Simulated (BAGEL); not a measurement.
# CHF2O (SMILES [O]C(F)F): UHF/6-311+G(d,p) (density fitting with qzvpp-jkfit)

Aim: the vertical ionisation energy of CHF2O at UHF/6-311+G** (density fitting with qzvpp-jkfit), from 2 runs. 

The calculation is run with BAGEL 1.2.2.

1 further run of the same task is left out (it didn't finish).

**1. The molecule**

CHF2O: 5 atoms, total charge 0, spin state doublet. SMILES: `[O]C(F)F`. The coordinates come from a PBE0-D4/def2-TZVP relaxation.

Bond lengths: O1–C2 1.320 Å, C2–F3 1.347 Å, C2–F4 1.347 Å, C2–H5 1.113 Å. Angles: O1–C2–F3 113.9°, O1–C2–F4 113.9°, F3–C2–F4 106.7°, O1–C2–H5 103.3°, F3–C2–H5 109.5°, F4–C2–H5 109.5°.

**2. The energy at UHF/6-311+G(d,p) (density fitting with qzvpp-jkfit)**

Input file job.json:

```json
{ "bagel": [

{
  "title": "molecule",
  "basis": "6-311+gss.json",
  "df_basis": "qzvpp-jkfit",
  "angstrom": "true",
  "geometry": [
    { "atom": "O", "xyz": [   -0.541600,   -0.387700,    1.137900 ] },
    { "atom": "C", "xyz": [    0.011000,    0.001200,    0.004100 ] },
    { "atom": "F", "xyz": [    1.102700,   -0.708000,   -0.342800 ] },
    { "atom": "F", "xyz": [   -0.825400,   -0.034200,   -1.051500 ] },
    { "atom": "H", "xyz": [    0.303300,    1.055000,    0.210800 ] }
  ]
},
{
  "title": "uhf",
  "nopen": 1
},
{
  "title": "print",
  "file": "orbitals.molden",
  "orbitals": "true"
}

]}
```

The basis set 6-311+G** is read from a file made from the Basis Set Exchange's data (not shown).

The run is started by

```bash
$ BAGEL_NUM_THREADS=1 BAGEL job.json > job.out
```

What it wrote:

```text
* using 1 threads per process

  ===============================================================
  ===============================================================

  *** Geometry ***

  { "atom" : "O", "xyz" : [     -1.023476,     -0.732647,      2.150319 ] },
  { "atom" : "C", "xyz" : [      0.020787,      0.002268,      0.007748 ] },
  { "atom" : "F", "xyz" : [      2.083801,     -1.337926,     -0.647798 ] },
  { "atom" : "F", "xyz" : [     -1.559780,     -0.064629,     -1.987047 ] },
  { "atom" : "H", "xyz" : [      0.573154,      1.993661,      0.398354 ] },

  Number of auxiliary basis functions:      324

  Since a DF basis is specified, we compute 2- and 3-index integrals:
    o Being stored without compression. Storage requirement is 0.023 GB

  Number of basis functions:       94
  Number of electrons      :       33

    * METHOD: MOLECULE                             0.10

  *** Open-shell HF ***

  === Nuclear Repulsion ===
   125.3716852213

      * DIIS with orbital gradients will be used.

  === UHF iteration (6-311+gss.json) ===
      0       -311.80851074          0.06899937           0.06
      1       -312.05489242          0.04952021           0.06
      2       -312.16326805          0.02997783           0.06
      3       -312.22307645          0.00421620           0.06
      4       -312.23280784          0.00179301           0.06
      5       -312.23490463          0.00108039           0.06
      6       -312.23568518          0.00068780           0.06
      7       -312.23616267          0.00036815           0.06
      8       -312.23630555          0.00016379           0.06
      9       -312.23632466          0.00005727           0.06
     10       -312.23632718          0.00001817           0.06
     11       -312.23632749          0.00000769           0.06
     12       -312.23632756          0.00000349           0.06
     13       -312.23632758          0.00000165           0.06
     14       -312.23632758          0.00000113           0.06
     15       -312.23632759          0.00000071           0.06
     16       -312.23632759          0.00000037           0.06
     17       -312.23632759          0.00000017           0.06
     18       -312.23632759          0.00000010           0.06
     19       -312.23632759          0.00000005           0.06
     20       -312.23632759          0.00000003           0.06
     21       -312.23632759          0.00000002           0.06
     22       -312.23632759          0.00000002           0.06
     23       -312.23632759          0.00000002           0.06
     24       -312.23632759          0.00000002           0.06
     25       -312.23632759          0.00000001           0.06
     26       -312.23632759          0.00000001           0.06
     27       -312.23632759          0.00000001           0.06
    * SCF iteration converged.

    * S^2 (UHF) is 0.7577

    * Permanent dipole moment:
           (   -0.118493,    -0.607692,    -0.255315) a.u.

    * METHOD: UHF                                  1.85

    * METHOD: PRINT                                0.02

  ===============================================================
```

Run time: 2.1 s. Hardware: 1 thread of Arm Neoverse V2, shared host; peak memory 0.088 GiB.

**3. The singlet cation, same level**

job.json: that of step 2 with these lines changed.

```diff
@@ -6,3 +6,3 @@
   "df_basis": "qzvpp-jkfit",
-  "angstrom": "true",
+  "angstrom": true,
   "geometry": [
@@ -16,4 +16,4 @@
 {
-  "title": "uhf",
-  "nopen": 1
+  "title": "hf",
+  "charge": 1
 },
@@ -22,3 +22,3 @@
   "file": "orbitals.molden",
-  "orbitals": "true"
+  "orbitals": true
 }
```

The basis set 6-311+G** is read from a file made from the Basis Set Exchange's data (not shown).

The run is started by

```bash
$ BAGEL_NUM_THREADS=1 BAGEL job.json > job.out
```

What it wrote:

```text
* using 1 threads per process

  ===============================================================
  ===============================================================

  *** Geometry ***

  { "atom" : "O", "xyz" : [     -1.023476,     -0.732647,      2.150319 ] },
  { "atom" : "C", "xyz" : [      0.020787,      0.002268,      0.007748 ] },
  { "atom" : "F", "xyz" : [      2.083801,     -1.337926,     -0.647798 ] },
  { "atom" : "F", "xyz" : [     -1.559780,     -0.064629,     -1.987047 ] },
  { "atom" : "H", "xyz" : [      0.573154,      1.993661,      0.398354 ] },

  Number of auxiliary basis functions:      324

  Since a DF basis is specified, we compute 2- and 3-index integrals:
    o Being stored without compression. Storage requirement is 0.023 GB

  Number of basis functions:       94
  Number of electrons      :       33

    * METHOD: MOLECULE                             0.09

  *** RHF ***

  === Nuclear Repulsion ===
   125.3716852213

      * DIIS with orbital gradients will be used.

  === RHF iteration (6-311+gss.json) ===
      0       -311.27163231          0.03799790           0.03
      1       -311.48416157          0.02875854           0.03
      2       -311.66218941          0.00380560           0.03
      3       -311.67685665          0.00215649           0.03
      4       -311.68094529          0.00125690           0.03
      5       -311.68386490          0.00074977           0.03
      6       -311.68492916          0.00040208           0.03
      7       -311.68526764          0.00021779           0.03
      8       -311.68537089          0.00009125           0.03
      9       -311.68538630          0.00003308           0.03
     10       -311.68538726          0.00001675           0.03
     11       -311.68538743          0.00000641           0.03
     12       -311.68538748          0.00000366           0.03
     13       -311.68538750          0.00000174           0.03
     14       -311.68538750          0.00000117           0.02
     15       -311.68538750          0.00000074           0.02
     16       -311.68538750          0.00000044           0.02
     17       -311.68538750          0.00000024           0.02
     18       -311.68538750          0.00000009           0.03
     19       -311.68538750          0.00000004           0.03
     20       -311.68538750          0.00000002           0.03
     21       -311.68538750          0.00000001           0.02
     22       -311.68538750          0.00000001           0.03
    * SCF iteration converged.

    * Permanent dipole moment:
           (    0.206389,    -0.871893,    -1.390449) a.u.

    * METHOD: HF                                   0.67

    * METHOD: PRINT                                0.02

  ===============================================================
```

Wall time 0.95 s (1 thread of Arm Neoverse V2, shared host); peak memory 0.088 GiB.

**4. Summary of results**

Level: UHF/6-311+G** (density fitting with qzvpp-jkfit).

| quantity | value |
| --- | --- |
| doublet CHF2O: total energy | -312.23633 Eh |
| doublet CHF2O: dipole moment | 1.70 D |
| doublet CHF2O: ⟨S²⟩ | 0.758 |
| singlet cation: total energy | -311.68539 Eh |
| singlet cation: HOMO energy | -24.63 eV |
| singlet cation: LUMO energy | -12.37 eV |
| singlet cation: HOMO–LUMO gap | 12.26 eV |
| vertical ionisation energy (to the singlet cation) | 14.992 eV |

In words: Removing an electron at fixed nuclei costs 14.99 eV (1446 kJ/mol). Only the singlet of the ionised species was computed; a triplet could lie lower.
